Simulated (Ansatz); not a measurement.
Geometry optimisation, RKS revPBE-D4/def2-TZVP (Ansatz).

input.yaml

```yaml
crystal:
  periodic: [false, false, false]
  atoms:
    - { symbol: B, position_ang: [-0.263077, -0.224138, -0.963771] }
    - { symbol: O, position_ang: [0.839052, 0.261215, 1.354595] }
    - { symbol: H, position_ang: [0.569022, -0.598265, 1.716887] }
    - { symbol: H, position_ang: [1.484938, 0.009207, 0.648352] }
    - { symbol: Cl, position_ang: [-1.912735, 0.270581, -0.694463] }
basis:
  gaussian: { orbitals: def2-TZVP }
hamiltonian:
  xc: revpbe
  dispersion: d4
relax:
  f_tol: 0.03
  max_steps: 50
```

Launched with:

```bash
$ ansatz run input.yaml --threads 2 --pin off --max-ram 3072MiB --backend cpu --events-out ev --progress --plain --runs-dir out
```

Problem. Where does it end, and by what steps?

Solution. The run converged. The force dipped under the threshold on the way, but the program's further checks kept it going. After 12 steps the energy has fallen by 0.009 eV; H3 moved furthest, 0.19 Å.

| step | energy less start (eV) | largest force component (eV/Å) | accepted |
| --- | --- | --- | --- |
| 0 | 0.0000 | 0.482 | yes |
| 1 | 0.0599 | 1.185 | no |
| 2 | -0.0053 | 0.185 | yes |
| 3 | -0.0057 | 0.168 | yes |
| 4 | -0.0069 | 0.038 | yes |
| 5 | -0.0072 | 0.075 | yes |
| 6 | -0.0074 | 0.053 | yes |
| 7 | -0.0076 | 0.060 | yes |
| 8 | -0.0077 | 0.149 | yes |
| 9 | -0.0082 | 0.039 | yes |
| 10 | -0.0084 | 0.024 | yes |
| 11 | -0.0086 | 0.068 | yes |
| 12 | -0.0087 | 0.024 | yes |

```xyz
5
Properties=species:S:1:pos:R:3
B -0.278 -0.218 -0.995
O 0.886 0.244 1.430
H 0.711 -0.624 1.836
H 1.320 0.015 0.583
Cl -1.921 0.301 -0.792
```

Whether the end is a true minimum wasn't checked by a vibrational analysis.

The run took 15 s on 2 threads of Intel(R) Xeon(R) Platinum 8259CL CPU @ 2.50GHz (Skylake/Cascade Lake) (shared host), peak memory 0.17 GiB.
